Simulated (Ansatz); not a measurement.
Run this with Ansatz 0.2.0 through its Python package and show what comes out.

The script, `opt_c4h3f.py`:
```python
import ansatz as az
import numpy as np

molecule = (
    az.Crystal.molecule()
    .atom('C', (0.026, 1.5529, 1.4317))
    .atom('C', (-0.1144, 0.8591, 0.4748))
    .atom('C', (-0.2502, -0.0013, -0.6576))
    .atom('C', (0.2549, -1.2617, -0.5886))
    .atom('F', (0.0794, -2.0959, -1.6674))
    .atom('H', (0.0551, 2.2676, 2.256))
    .atom('H', (-0.6079, 0.39, -1.5617))
    .atom('H', (0.6492, -1.7679, 0.257))
)

setup = molecule.calculation()
setup = setup.basis(gaussian='def2-SVP')
setup = setup.functional('r2SCAN')
symbols = [site.symbol for site in molecule.cartesian_sites]
start = np.array([site.position_ang for site in molecule.cartesian_sites], dtype=float)
def progress(event):
    if event['event'] == 'relax_step':
        row = event['data']
        print(f'step {row["step"]:3d}  E = {row["lagrangian_ev"]:.6f} eV  max force {row["allowed_force_max_ev_ang"]:.4f} eV/A')


rep = setup.relax(force_tolerance=0.005).session().plan().execute(on_event=progress).report
end = np.array(rep['positions_ang'])

for key in ('converged', 'free_energy_ev', 'reference_energy_ev', 'n_frozen', 'n_occupied', 'n_virtual'):
    print(f'{key:22s} {rep[key]}')

print('bond        before    after (A)')
for i, j in [(0, 1), (0, 5), (1, 2), (2, 3), (2, 6), (3, 4), (3, 7)]:
    d0, d1 = (np.linalg.norm(xyz[i] - xyz[j]) for xyz in (start, end))
    print(f'{symbols[i]}{i}-{symbols[j]}{j}'.ljust(10), f'{d0:8.4f} {d1:8.4f}')
with open('c4h3f_opt.xyz', 'w') as handle:
    handle.write(f'{len(symbols)}\nrelaxed C4H3F\n')
    handle.writelines(f'{s:2s} {x:11.6f} {y:11.6f} {z:11.6f}\n' for s, (x, y, z) in zip(symbols, end))
```

```console
$ python opt_c4h3f.py
step   1  E = -6901.629547 eV  max force 2.9313 eV/A
step   2  E = -6901.748770 eV  max force 1.7873 eV/A
step   3  E = -6901.813366 eV  max force 1.2991 eV/A
step   4  E = -6901.828753 eV  max force 0.9331 eV/A
step   5  E = -6901.847520 eV  max force 0.3447 eV/A
step   6  E = -6901.849636 eV  max force 0.1137 eV/A
step   7  E = -6901.851422 eV  max force 0.0598 eV/A
step   8  E = -6901.852152 eV  max force 0.0428 eV/A
step   9  E = -6901.852342 eV  max force 0.0102 eV/A
step  10  E = -6901.852349 eV  max force 0.0044 eV/A
converged              True
free_energy_ev         -6901.852356155759
reference_energy_ev    -6901.852356155759
n_frozen               0
n_occupied             [18, 18]
n_virtual              [67, 67]
bond        before    after (A)
C0-C1        1.1903   1.2186
C0-H5        1.0914   1.0741
C1-C2        1.4287   1.4155
C2-C3        1.3596   1.3440
C2-H6        1.0481   1.0972
C3-F4        1.3750   1.3296
C3-H7        1.0615   1.0949
```

It writes `c4h3f_opt.xyz`:
```text
8
relaxed C4H3F
C    -0.009804    1.611222    1.431070
C    -0.090356    0.848594    0.484006
C    -0.198417   -0.011182   -0.635220
C     0.209195   -1.291677   -0.610572
F     0.093211   -2.072646   -1.680336
H     0.063787    2.278829    2.269286
H    -0.632117    0.377464   -1.565129
H     0.656600   -1.797804    0.251095
```

Caveats:
- Total energies depend on the basis set; only differences at equal settings carry meaning.
- The end point is the stationary point reached from this start; no frequency run checks that it is a minimum, and the basis set is modest.
- Hardware and time: 32 s on 1 thread of Intel(R) Xeon(R) 6975P-C (Granite Rapids) (shared host), peak memory 0.2 GiB.

(Lines on the test bed's own set-up are left out of the output.)
